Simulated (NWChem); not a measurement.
# A calculation on C₂H₃F

```xyz
6

C      1.1815    -0.1871     0.0000
C     -0.1259    -0.4075     0.0000
F     -1.0213     0.5743     0.0000
H      1.5823     0.8287     0.0000
H      1.8700    -1.0325     0.0000
H     -0.5944    -1.3973     0.0000
```
Charge 0, spin multiplicity 1.

All runs are NWChem calculations. All single points use one geometry, from PBE0/def2-SVP, a minimum by its harmonic frequencies.

Symmetry labels belong to the abelian group Cs used in the runs, with the axes of the coordinates shown.

The structure started from a generated list of species.

List the lowest 3 singlet excitations that TDA-BHandHLYP/def2-SVPD gives, with oscillator strengths.


```
state  symmetry  energy (eV)  wavelength (nm)      f
-----  --------  -----------  ---------------  -----
1            a"         7.54              164  0.052
2            a"         8.20              151  0.007
3            a'         8.25              150  0.498
```
